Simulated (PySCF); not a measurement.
BCl2H.
SMILES: `[H]B(Cl)Cl`

The closed-shell ground state was solved at several levels (PySCF, density fitting, gas phase, non-relativistic). Geometry: PBE0-D3(BJ)/def2-SVP; no solvent, vibrations or thermal averaging.

```csv
level,basis functions,total energy (Eh),HOMO (eV),LUMO (eV),gap (eV),dipole (D)
wB97X-D/def2-SVPD,82,-945.6176,-11.26,0.03,11.29,0.58
B3LYP/pcSseg-1,70,-945.9176,-9.08,-1.96,7.12,0.54
```

(1) Estimate the row for PBE0/pcSseg-1, a basis of 70 functions; the other rows only guide the guess.

(2) Over all these levels, which gives the widest orbital gap and which the narrowest?

(3) How far do the dipole and the HOMO energy spread over the levels?

## Answers

(1) Total energy -945.5398 Eh, HOMO -9.36 eV, LUMO -1.80 eV, gap 7.56 eV, dipole 0.58 D.

(2) wB97X-D/def2-SVPD (range-separated hybrid) has the widest, 11.29 eV, and B3LYP/pcSseg-1 (global hybrid, 20 % exact exchange) the narrowest, 7.12 eV. Functional and basis both differ between the two, so the spread mixes both effects.

(3) The dipole runs from 0.54 to 0.58 D (mean 0.57 D) and the HOMO from -11.26 to -9.08 eV.

Note: wB97X-D ran without an empirical dispersion term, which enters the total energy and its gradient alone.
